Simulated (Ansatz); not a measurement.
# C2H2ClNO: one species, many methods

An exercise on one series of results from a longer session: the logs are not shown, and one member is left open.

Method: functionals in def2-TZVPP, the program's frozen cores in correlated methods; program: Ansatz 0.2.0, Gaussian basis.

The runs, in order: LDA (SPW92), PBE-D4, revPBE-D4, BLYP-D4, r2SCAN-D4, B97M-V, PBE0-D4, B3LYP-D4, r2SCANh-D4, r2SCAN0-D4, HSE06-D4, BHLYP-D4, CAM-B3LYP-D4, LC-ωPBE, ωB97X-V, ωB97M-V, B2PLYP, PBE-QIDH; CCSD(T)/def2-SVP; CCSD(T)/def2-TZVPP; MP2/def2-QZVPP; extrapolation to the limit; RPA on PBE.

## The relaxed structure

All runs share one geometry, relaxed beforehand with PBE0-D4 in a triple-zeta def2 set.

SMILES `N=C(Cl)C=O`, 7 atoms, charge 0, spin multiplicity 1.

Atoms are counted from 1 here; the program's logs count them from 0.

Bond lengths: N1–C2 1.252 Å, N1–H6 1.018 Å, C2–Cl3 1.734 Å, C2–C4 1.507 Å, C4–O5 1.193 Å, C4–H7 1.106 Å. Angles: C2–N1–H6 113.5°, N1–C2–Cl3 126.4°, N1–C2–C4 118.2°, Cl3–C2–C4 115.4°, C2–C4–O5 124.4°, C2–C4–H7 111.7°, O5–C4–H7 124.0°.

The first run:

The input, in.yaml:

```yaml
crystal:
  periodic: [false, false, false]
  atoms:
    - {symbol: N, position_ang: [-0.829271, 0.990237, 0.522741]}
    - {symbol: C, position_ang: [-0.020105, 0.045280, 0.377976]}
    - {symbol: Cl, position_ang: [0.788534, -0.819850, 1.644436]}
    - {symbol: C, position_ang: [0.303620, -0.408128, -1.022194]}
    - {symbol: O, position_ang: [1.056667, -1.294991, -1.285910]}
    - {symbol: H, position_ang: [-0.994711, 1.236430, 1.496841]}
    - {symbol: H, position_ang: [-0.243533, 0.183022, -1.779489]}
basis:
  gaussian: {orbitals: def2-TZVPP}
hamiltonian: {xc: lda}
output: {orbitals: {seedname: orbitals}}
```

Started as:

```bash
$ ansatz run in.yaml --threads 2 --pin off --events-out ev --progress --plain --max-ram 4352MiB
```

Steps of the session up to this table: LDA; PBE-D4 (GGA); revPBE-D4 (GGA); BLYP-D4 (GGA); r2SCAN-D4 (meta-GGA); B97M-V (meta-GGA); B3LYP-D4 (hybrid); r2SCANh-D4 (hybrid); r2SCAN0-D4 (hybrid); HSE06-D4 (hybrid); BHLYP-D4 (hybrid); CAM-B3LYP-D4 (range-separated); LC-ωPBE (range-separated); ωB97X-V (range-separated); ωB97M-V (range-separated); B2PLYP (double hybrid); PBE-QIDH (double hybrid).

One table of the session follows, with a row left open; its other results are not shown here.

It belongs to the step «Orbital energies across the functionals». 

```
  functional  HOMO (eV)  LUMO (eV)  gap (eV)
 LDA (SPW92)      -6.82      -4.00      2.83
      PBE-D4      -6.68      -3.72      2.96
   revPBE-D4      -6.61      -3.62      2.99
     BLYP-D4      -6.60      -3.58      3.02
   r2SCAN-D4      -7.03      -3.62      3.41
      B97M-V      -7.19      -3.46      3.73
     PBE0-D4      -8.30      -2.68      5.63
    B3LYP-D4      -8.06      -2.91      5.15
  r2SCANh-D4      -7.64      -3.23      4.41
  r2SCAN0-D4      -8.55      -2.63      5.92
    HSE06-D4      -7.89      -3.06      4.83
    BHLYP-D4          ?          ?         ?
CAM-B3LYP-D4      -9.76      -1.47      8.29
     LC-ωPBE     -11.04      -0.27     10.77
     ωB97X-V     -10.74      -0.32     10.42
     ωB97M-V     -10.66      -0.35     10.31
```

Estimate the missing values for BHLYP-D4.

Worked estimate for «HOMO (eV)». Against the share of exact exchange, BLYP-D4 (0, -6.60), B3LYP-D4 (0.2, -8.06) give a slope of -7.30 per unit share; at 0.5 the line stands at -10.25.

As computed: HOMO (eV): -9.87; LUMO (eV): -1.48; gap (eV): 8.39. In «HOMO (eV)» the line misses by -0.38.
